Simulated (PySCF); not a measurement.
# Accurate constants of SiF+, step by step

Aim: bond length, wavenumber and bond energy of SiF+ near the limit of CCSD(T), built from two basis sets and any small corrections listed.

The runs use PySCF 2.14.0; CCSD(T) on RHF, no relativity in the base curves; scalar relativity is added as a correction.

2 further runs of the same task are left out: 2 set aside as unsound or not needed.

### 1 The job

```yaml
molecule: SiF+
state: singlet, unpaired electrons none
smaller_basis: Si cc-pV(T+d)Z, F cc-pVTZ
larger_basis: Si cc-pV(Q+d)Z, F cc-pVQZ
frozen_core_orbitals: 6
extrapolation: correlation as n⁻³ (n = 3, 4), Hartree–Fock as (n+1)·exp(−9√n)
corrections: core–valence correlation, scalar relativity
distances_Å: 1.3587, 1.4205, 1.4823, 1.5440, 1.6058, 1.6830, 1.7602
masses_u: 27.9769, 18.9984
dissociation_limit: Si+ + F
```

Launch:

```
> OMP_NUM_THREADS=4 python comp.py task.json out
```

### 2 The runs

Before running it: what results should come out? Wanted: for each run, Re; ωe; ωexe; αe; De.

The runs gave:

```
               level  Re (Å)  ωe (cm⁻¹)  ωexe (cm⁻¹)  αe (cm⁻¹)  De (eV)
CCSD(T)/cc-pVTZ(-PP)  1.5368     1039.7         4.75    0.00458    6.717
CCSD(T)/cc-pVQZ(-PP)  1.5344     1047.9         4.86    0.00457    6.876
              HF/CBS  1.5094     1117.1         5.00    0.00453    4.975
             MP2/CBS  1.5371     1041.4         4.74    0.00453    7.299
            CCSD/CBS  1.5280     1068.3         4.81    0.00450    6.774
         CCSD(T)/CBS  1.5340     1048.1         4.87    0.00458    6.953
      CCSD(T)/CBS+CV  1.5308     1050.0         4.89    0.00461    6.966
   CCSD(T)/CBS+CV+SR  1.5307     1048.4         4.88    0.00461    6.955
```

What this shows: The last step gives Re = 1.5307 Å, ωe = 1048.4 cm⁻¹ and De = 6.955 eV; the smaller basis alone is off from it by +6.1 mÅ and -0.24 eV. Near the minimum the mean field binds by 4.95 eV and correlation adds 2.00 eV of binding. T1 is 0.017. Spin–orbit coupling and excitations beyond (T) are left out.
